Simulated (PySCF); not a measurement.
Compound: C₄H₇NS.
Geometry (GFN2-xTB, Å), atoms numbered from 1 in this order:
```xyz
13
C4H7NS angstrom
C     -2.4307    0.7634   -0.2787
C     -1.6159   -0.2525   -0.5422
N     -0.2908   -0.1991   -0.1782
C      0.4812   -1.1717   -0.4328
S      2.1485   -1.1423    0.0057
C      2.2409    0.4906    0.7860
H     -3.4688    0.7392   -0.5558
H     -2.0661    1.6424    0.2223
H     -1.9728   -1.1515   -1.0507
H      0.1928   -2.1003   -0.9370
H      3.2660    0.6334    1.1100
H      1.9538    1.2390    0.0552
H      1.5576    0.5098    1.6283
```

Method: PySCF, TDDFT PBE0/def2-SVPD, vertical, gas phase, core orbitals frozen in the response.

Kohn–Sham orbitals with the atoms that hold most of them (Löwdin shares over 4%, at most four atoms; ? is withheld):

```tsv
orbital	ε (eV)	atoms
HOMO-3	-9.63	S5 57%, C6 19%, C4 9%, N3 4%
HOMO-2	-8.24	S5 30%, C2 19%, C1 16%, C4 15%
HOMO-1	-7.65	N3 57%, C2 11%, C4 10%, S5 7%
HOMO	-6.40	?
LUMO	?	?
LUMO+1	0.36	S5 59%, C6 14%, C4 5%, H11 5%
LUMO+2	0.89	S5 42%, C4 12%, H10 10%, C2 9%
```

(1) Which atoms hold the LUMO, and with what shares?

(2) Which atoms hold the HOMO, and with what shares?

(3) What is the LUMO energy, and the HOMO–LUMO gap?

Answers

(1) C4 (bonded to N, S and H) 28%; C1 (bonded to C and 2 H) 19%; N3 (bonded to 2 C) 17%; S5 (bonded to 2 C) 14%. By element: carbon 48% or more, nitrogen 17%, sulfur 14%.

(2) S5 (bonded to 2 C) 34%; C1 (bonded to C and 2 H) 20%; N3 (bonded to 2 C) 15%; C2 (bonded to C, N and H) 12%. By element: sulfur 34%, carbon 32% or more, nitrogen 15%.

(3) ε(LUMO) = -1.04 eV; the gap is 5.36 eV (0.1969 hartree).

How does S1 compare with the orbital gap of 5.36 eV?

S1 is at 4.80 eV (f = 0.0003), 0.56 eV below the gap, made of HOMO-1→LUMO (99%). Its leading pair isn't HOMO and LUMO; the energies of that pair differ by 6.61 eV. 

One configuration dominates each of S1, S2 and S3. Which, and how do the shares of the two leading atoms of either orbital change from the occupied to the empty one?

- S1 (4.80 eV, f 0.0003), HOMO-1→LUMO (99%): N3 57% → 17%, C2 11% → at most 14%, C4 10% → 28%, C1 at most 8% → 19%
- S2 (4.97 eV, f 0.583), HOMO→LUMO (96%): S5 34% → 14%, C1 20% → 19%, C4 at most 13% → 28%
- S3 (5.52 eV, f 0.0000), HOMO→LUMO+1 (94%): S5 34% → 59%, C1 20% → at most 5%, C6 at most 13% → 14%

The run took about 40 s of CPU time (one thread, shared machine).

One conformer stands for the species.
